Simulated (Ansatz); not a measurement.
# C₃H₅ClF₂: one species, many methods

An exercise on one series of results from a longer session: the logs are not shown, and one member is left open.

Method: functionals in def2-TZVPP, the program's frozen cores in correlated methods; program: Ansatz 0.2.0, Gaussian basis.

Plan: LDA (SPW92), PBE-D4, revPBE-D4, BLYP-D4, r2SCAN-D4, B97M-V, PBE0-D4, B3LYP-D4, r2SCANh-D4, r2SCAN0-D4, HSE06-D4, BHLYP-D4, CAM-B3LYP-D4, LC-ωPBE, ωB97X-V, ωB97M-V, B2PLYP, PBE-QIDH; CCSD(T)/def2-SVP; CCSD(T)/def2-TZVPP; MP2/def2-QZVPP; extrapolation to the limit; RPA on PBE.

### The geometry

All runs share one geometry, relaxed beforehand with PBE0-D4 in a triple-zeta def2 set.

SMILES `FCC(Cl)CF`, 11 atoms, charge 0, spin multiplicity 1.

Atoms are counted from 1 here; the program's logs count them from 0.

Bond lengths: F1–C2 1.372 Å, C2–C3 1.510 Å, C2–H7 1.096 Å, C2–H8 1.094 Å, C3–Cl4 1.782 Å, C3–C5 1.510 Å, C3–H9 1.092 Å, C5–F6 1.372 Å, C5–H10 1.096 Å, C5–H11 1.094 Å. Angles: F1–C2–C3 110.5°, F1–C2–H7 107.9°, F1–C2–H8 108.4°, C3–C2–H7 109.5°, C3–C2–H8 111.0°, H7–C2–H8 109.5°, C2–C3–Cl4 110.3°, C2–C3–C5 111.1°, C2–C3–H9 109.4°, Cl4–C3–C5 110.3°, Cl4–C3–H9 106.2°, C5–C3–H9 109.4°, C3–C5–F6 110.5°, C3–C5–H10 109.5°, C3–C5–H11 111.0°, F6–C5–H10 107.9°, F6–C5–H11 108.4°, H10–C5–H11 109.5°.

Set-up of the first run:

File in.yaml:

```yaml
crystal:
  periodic: [false, false, false]
  atoms:
    - {symbol: F, position_ang: [0.032224, -1.963397, 1.420164]}
    - {symbol: C, position_ang: [0.301135, -1.216123, 0.301479]}
    - {symbol: C, position_ang: [-0.305009, 0.161082, 0.426849]}
    - {symbol: Cl, position_ang: [-2.083286, 0.053142, 0.464798]}
    - {symbol: C, position_ang: [0.141754, 1.056081, -0.704169]}
    - {symbol: F, position_ang: [-0.270188, 2.346632, -0.487458]}
    - {symbol: H, position_ang: [1.389661, -1.128945, 0.207461]}
    - {symbol: H, position_ang: [-0.099136, -1.742312, -0.569846]}
    - {symbol: H, position_ang: [-0.006475, 0.603571, 1.379323]}
    - {symbol: H, position_ang: [1.236409, 1.055992, -0.759481]}
    - {symbol: H, position_ang: [-0.271591, 0.717176, -1.658418]}
basis:
  gaussian: {orbitals: def2-TZVPP}
hamiltonian: {xc: lda}
output: {orbitals: {seedname: orbitals}}
```

Run with:

```console
> ansatz run in.yaml --threads 4 --pin off --events-out ev --progress --plain --max-ram 10444MiB
```

Steps of the session up to this table: LDA; PBE-D4 (GGA); revPBE-D4 (GGA); BLYP-D4 (GGA); r2SCAN-D4 (meta-GGA); B97M-V (meta-GGA); B3LYP-D4 (hybrid); r2SCANh-D4 (hybrid); r2SCAN0-D4 (hybrid); HSE06-D4 (hybrid); BHLYP-D4 (hybrid); CAM-B3LYP-D4 (range-separated); LC-ωPBE (range-separated); ωB97X-V (range-separated); ωB97M-V (range-separated); B2PLYP (double hybrid); PBE-QIDH (double hybrid).

One table of the session follows, with a row left open; its other results are not shown here.

It belongs to the step «Orbital energies across the functionals». 

```
  functional  HOMO (eV)  LUMO (eV)  gap (eV)
 LDA (SPW92)      -7.41      -0.85      6.57
      PBE-D4      -7.26      -0.61      6.65
   revPBE-D4      -7.19      -0.51      6.68
     BLYP-D4      -7.13      -0.51      6.62
   r2SCAN-D4      -7.59      -0.32      7.27
      B97M-V      -7.74      -0.29      7.45
     PBE0-D4      -8.71       0.51      9.23
    B3LYP-D4      -8.46       0.22      8.68
  r2SCANh-D4      -8.13       0.09      8.22
  r2SCAN0-D4      -8.93       0.69      9.62
    HSE06-D4      -8.30       0.13      8.43
    BHLYP-D4     -10.05       1.56     11.61
CAM-B3LYP-D4     -10.15       1.64     11.79
     LC-ωPBE          ?          ?         ?
     ωB97X-V     -11.20       2.79     13.99
     ωB97M-V     -11.04       2.48     13.53
```

Q: Estimate the row for LC-ωPBE from the others.

The run gave: HOMO (eV): -11.58; LUMO (eV): 2.95; gap (eV): 14.53. In the column «HOMO (eV)» it is the lowest.
